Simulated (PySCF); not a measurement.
# Telling isomers of C4H7FO apart by NMR

Computed data (PySCF): geometry from GFN2-xTB, couplings computed with B3LYP/pcJ-1 (spin–dipole term left out of most H,H and C,H couplings), shielding tensors at PBE0/pcSseg-1 (GIAO). Averaged over atoms made equivalent by symmetry, fast rotation or ring inversion, relativity neglected, a single conformation, no solvent model.

Referencing at the same level of theory: ¹H, ¹³C against TMS. Multiplet labels drop J under 1 Hz and among equivalent protons, and merge close values. Unscaled 3J(H,H) run several per cent high. Vicinal couplings that depend on rotamer populations or ring flexing (ring, CH–CH, X–H and H–F types) are those of the one conformer. One-bond C–F couplings are unscaled and too large by tens of Hz. Shifts are as computed. Against solution values, carbons near 30 ppm lie about +3 ppm off and those near 130 ppm about +5 ppm. Of 1211 compounds with measured shifts, 218 miss one by over three times the rms of a fit or turn the order of signals round; such compounds aren't used in these exercises. Across acyclic CH2–CH2 and CH–CH2 bonds, 3J(H,H) assumes equally populated rotamers. OH and NH positions are gas-phase values without hydrogen bonding to other molecules.

(1) Tabulate the signals of `CC(C)C(=O)F`, `OCC/C=C\F`, `CC(=O)[C@H](C)F`, `COC/C=C\F` and their relative energies.

(2) What is the quickest way to tell CC(C)C(=O)F from OCC/C=C\F?

(3) What is the quickest way to tell CC(C)C(=O)F from CC(=O)[C@H](C)F?

(4) What is the quickest way to tell CC(=O)[C@H](C)F from COC/C=C\F?

Answers

(1) 
```tsv
SMILES	carbon types	δC	δH	E rel. (kcal/mol)
CC(C)C(=O)F	1×C 1×CH 2×CH3	176.1, 36.2, 20.6	2.59 (sept of d, 1H), 1.31 (d, 6H)	0.0
OCC/C=C\F	2×CH 2×CH2	159.1, 113.8, 68.8, 33.1	6.87 (ddt, 1H), 4.89 (dtd, 1H), 3.80 (t, 2H), 2.47 (m, 2H), 0.24 (br s, 1H)	37.6
CC(=O)[C@H](C)F	1×C 1×CH 2×CH3	218.1, 97.6, 28.8, 21.4	4.91 (dq, 1H), 2.40 (d, 3H), 1.46 (dd, 3H)	14.2
COC/C=C\F	2×CH 1×CH2 1×CH3	160.2, 118.7, 68.0, 59.0	6.93 (ddt, 1H), 5.12 (dtd, 1H), 4.49 (ddd, 2H), 3.45 (s, 3H)	46.5
```

Energies are electronic energies at PBE0/pcSseg-1 on these geometries, without zero-point or thermal terms, each for the one conformer computed, which needn't be the lowest.

(2) Count the carbon signals: 3 against 4. The first has a carbonyl carbon (C) at 176.1 ppm, the second an alkene CH at 159.1 ppm. In the proton spectra the most deshielded non-exchanging signals are 2.59 (sept of d, J = 7.5, 4.2 Hz, 1H) and 6.87 (ddt, J = 91.6, 5.8, 1.7 Hz, 1H).

(3) Count the carbon signals: 3 against 4. The first has an sp3 CH α to a carbonyl at 36.2 ppm, the second an sp3 CH bonded to F, α to a carbonyl at 97.6 ppm. Their most deshielded carbons lie at 176.1 and 218.1 ppm. In the proton spectra the most deshielded non-exchanging signals are 2.59 (sept of d, J = 7.5, 4.2 Hz, 1H) and 4.91 (dq, J = 59.0, 7.5 Hz, 1H).

(4) Both give the same number of carbon signals, but DEPT or the intensities differ. The first has a ketone carbonyl carbon (C) at 218.1 ppm, the second an alkene CH at 160.2 ppm. In the proton spectra the most deshielded non-exchanging signals are 4.91 (dq, J = 59.0, 7.5 Hz, 1H) and 6.93 (ddt, J = 90.2, 6.0, 2.3 Hz, 1H).
